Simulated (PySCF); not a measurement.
Isomers of C4H4N2, mass 80.037 u with the commonest isotopes. Theory: PySCF 2.14.0, PBE0-D3(BJ)/def2-SVP geometry optimisation, gas phase. One conformer each, none proved a minimum here; rigid rotors.

Problem. Order these by rotational constant B, smallest first.
A. `[CH2:1]=[CH:2]/[N:3]=[CH:4]\[C:5]#[N:6]` with C1–C2–N3–C4 180°
B. `CC(C#N)C#N`
C. `c1cnccn1`
D. `[CH2:1]=[N:2]/[CH:3]=[CH:4]/[C:5]#[N:6]` with C1–N2–C3–C4 180°
E. `[H]/[N:4]=[C:3](/[CH:2]=[CH2:1])[C:5]#[N:6]` with C1–C2–C3–N4 180°
F. `[N:1]#[C:2][CH2:3][C@H:4]1[CH:5]=[N:6]1` with C2–C3–C4–C5 94°

Solution. D (1512 MHz), F (2033 MHz), A (2137 MHz), B (2843 MHz), E (3606 MHz), C (5974 MHz).

Problem. Order these by rotational constant C, largest first.
A. `[H]/[N:4]=[C:3](/[CH:2]=[CH2:1])[C:5]#[N:6]` with C1–C2–C3–N4 180°
B. `[N:1]#[C:2][CH2:3][C@H:4]1[CH:5]=[N:6]1` with C2–C3–C4–C5 94°
C. `[CH2:1]=[CH:2]/[N:3]=[CH:4]\[C:5]#[N:6]` with C1–C2–N3–C4 180°
D. `c1cnccn1`
E. `CC(C#N)C#N`
F. `[CH2:1]=[N:2]/[CH:3]=[CH:4]/[C:5]#[N:6]` with C1–N2–C3–C4 180°

Solution. D (3097 MHz), A (2094 MHz), E (2012 MHz), B (1882 MHz), C (1777 MHz), F (1437 MHz).

Problem. Order these by radius of gyration √(Σ m r²/M), smallest first.
A. `[CH2:1]=[CH:2]/[N:3]=[CH:4]\[C:5]#[N:6]` with C1–C2–N3–C4 180°
B. `[H]/[N:4]=[C:3](/[CH:2]=[CH2:1])[C:5]#[N:6]` with C1–C2–C3–N4 180°
C. `[CH2:1]=[N:2]/[CH:3]=[CH:4]/[C:5]#[N:6]` with C1–N2–C3–C4 180°
D. `c1cnccn1`
E. `[N:1]#[C:2][CH2:3][C@H:4]1[CH:5]=[N:6]1` with C2–C3–C4–C5 94°
F. `CC(C#N)C#N`

Solution. D (1.428 Å), B (1.737 Å), F (1.800 Å), E (1.861 Å), A (1.885 Å), C (2.096 Å).

| SMILES | point group | Ia (u·Å²) | Ib (u·Å²) | Ic (u·Å²) | κ | μa (D) | μb (D) | μc (D) |
| --- | --- | --- | --- | --- | --- | --- | --- | --- |
| N#CC[C@H]1C=N1 | C1 | 37.03 | 248.61 | 268.48 | -0.97 | 2.24 | 0.01 | 0.42 |
| [H]/N=C(\C#N)C=C | Cs | 101.25 | 140.15 | 241.40 | 0.04 | 1.85 | 0.18 | 0.01 |
| CC(C#N)C#N | Cs | 89.63 | 177.76 | 251.21 | -0.54 | 0.00 | 3.89 | 1.42 |
| C=C/N=C\C#N | Cs | 47.86 | 236.47 | 284.33 | -0.92 | 2.09 | 0.78 | 0.00 |
| N#CCC1=NC1 | C1 | 46.57 | 235.47 | 265.10 | -0.95 | 0.93 | 1.42 | 1.70 |
| c1cnccn1 | D2h | 78.60 | 84.59 | 163.19 | 0.73 | 0.00 | 0.00 | 0.00 |
| C=N/C=C/C#N | Cs | 17.26 | 334.34 | 351.60 | -0.99 | 4.35 | 0.53 | 0.00 |
